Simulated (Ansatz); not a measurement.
**C3H4O: a ladder of functionals and wavefunction methods**

An exercise on one series of results from a longer session: the logs are not shown, and one member is left open.

Program: Ansatz 0.2.0, Gaussian basis. Level of theory: functionals in def2-TZVPP, the program's frozen cores in correlated methods. These are calculated values, not measurements.

Levels to be run: LDA (SPW92), PBE-D4, revPBE-D4, BLYP-D4, r2SCAN-D4, B97M-V, PBE0-D4, B3LYP-D4, r2SCANh-D4, r2SCAN0-D4, HSE06-D4, BHLYP-D4, CAM-B3LYP-D4, LC-ωPBE, ωB97X-V, ωB97M-V, B2PLYP, PBE-QIDH; CCSD(T)/def2-SVP; CCSD(T)/def2-TZVPP; MP2/def2-QZVPP; extrapolation to the limit; RPA on PBE.

## The geometry

The geometry comes from an earlier relaxation with PBE0-D4 in a triple-zeta def2 set; it is a stationary point, not always the lowest conformer.

SMILES `CC=C=O`, 8 atoms, charge 0, spin multiplicity 1.

Atoms are counted from 1 here; the program's logs count them from 0.

Bond lengths: C1–C2 1.502 Å, C1–H5 1.093 Å, C1–H6 1.093 Å, C1–H7 1.091 Å, C2–C3 1.308 Å, C2–H8 1.084 Å, C3–O4 1.160 Å. Angles: C2–C1–H5 111.1°, C2–C1–H6 111.1°, C2–C1–H7 111.3°, H5–C1–H6 107.9°, H5–C1–H7 107.7°, H6–C1–H7 107.7°, C1–C2–C3 123.5°, C1–C2–H8 121.0°, C3–C2–H8 115.6°, C2–C3–O4 179.9°.

Set-up of the first run:

Input file in.yaml:

```yaml
crystal:
  periodic: [false, false, false]
  atoms:
    - {symbol: C, position_ang: [-0.515833, 0.789992, -0.190394]}
    - {symbol: C, position_ang: [-0.075592, -0.571006, 0.267357]}
    - {symbol: C, position_ang: [1.134170, -1.034836, 0.090305]}
    - {symbol: O, position_ang: [2.208203, -1.444287, -0.067860]}
    - {symbol: H, position_ang: [-1.341007, 0.717275, -0.903696]}
    - {symbol: H, position_ang: [-0.853850, 1.398169, 0.652724]}
    - {symbol: H, position_ang: [0.298582, 1.325414, -0.679528]}
    - {symbol: H, position_ang: [-0.762673, -1.237920, 0.775290]}
basis:
  gaussian: {orbitals: def2-TZVPP}
hamiltonian: {xc: lda}
output: {orbitals: {seedname: orbitals}}
```

Command:

```bash
$ ansatz run in.yaml --threads 2 --pin off --events-out ev --progress --plain --max-ram 4352MiB
```

Among the steps run: LDA; PBE-D4 (GGA); revPBE-D4 (GGA); BLYP-D4 (GGA); r2SCAN-D4 (meta-GGA); B97M-V (meta-GGA); B3LYP-D4 (hybrid); r2SCANh-D4 (hybrid); r2SCAN0-D4 (hybrid); HSE06-D4 (hybrid); BHLYP-D4 (hybrid); CAM-B3LYP-D4 (range-separated); LC-ωPBE (range-separated); ωB97X-V (range-separated); ωB97M-V (range-separated); B2PLYP (double hybrid); PBE-QIDH (double hybrid).

One of the session's tables, all rows but one given; the rest of the session is left out.

It belongs to the step «Frontier levels by functional». 

```
  functional  HOMO (eV)  gap (eV)
 LDA (SPW92)          ?         ?
      PBE-D4      -5.36      3.43
   revPBE-D4      -5.30      3.46
     BLYP-D4      -5.25      3.43
   r2SCAN-D4      -5.58      3.92
      B97M-V      -5.62      4.10
     PBE0-D4      -6.59      5.80
    B3LYP-D4      -6.39      5.31
  r2SCANh-D4      -6.04      4.80
  r2SCAN0-D4      -6.74      6.11
    HSE06-D4      -6.19      5.01
    BHLYP-D4      -7.73      8.13
CAM-B3LYP-D4      -7.94      8.33
     LC-ωPBE      -9.26     10.93
     ωB97X-V      -8.90     10.47
     ωB97M-V      -8.80     10.25
```

Estimate the missing values for LDA (SPW92).

The run gave: HOMO (eV): -5.53; gap (eV): 3.35. In the column «HOMO (eV)» it lies between r2SCAN-D4 (-5.58) and PBE-D4 (-5.36).
